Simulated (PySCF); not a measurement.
# Argon: a sound run and one with changed settings

Sound run: Ar [Ar], Ar⁺ [Ne] 3s2 3p5. Computed with PySCF 2.14 in 6-31G*, with no relativity, point nucleus. The sound run starts from symmetry-adapted Hartree-Fock orbitals and uses a fine grid where one is needed.

Changed run: radial step 1.2 in ln r (0.13 in the sound run). This setting is unsound on purpose.

```json
{"species": "Ar", "method": "UHF", "sound run (hartree)": "-526.77215", "changed run (hartree)": "-526.77215", "converged": "yes"}
{"species": "Ar", "method": "MN15", "sound run (hartree)": "-527.39110", "changed run (hartree)": "-528.32379", "converged": "yes"}
{"species": "Ar", "method": "M06-L", "sound run (hartree)": "-527.49551", "changed run (hartree)": "-524.96126", "converged": "yes"}
{"species": "Ar⁺", "method": "UHF", "sound run (hartree)": "-526.23345", "changed run (hartree)": "-526.23345", "converged": "yes"}
{"species": "Ar⁺", "method": "MN15", "sound run (hartree)": "-526.81002", "changed run (hartree)": "-527.69456", "converged": "yes"}
{"species": "Ar⁺", "method": "M06-L", "sound run (hartree)": "-526.91024", "changed run (hartree)": "-524.21816", "converged": "yes"}
```

Ionisation energy of Ar:

```tsv
method	sound run (eV)	changed run (eV)
UHF	14.659	14.659
MN15	15.812	17.122
M06-L	15.926	20.221
```

A coarse radial grid mis-integrates the density and the exchange-correlation energy, with errors of either sign; Hartree-Fock needs no grid.

For comparison, NIST gives 15.760 eV between the lowest levels.
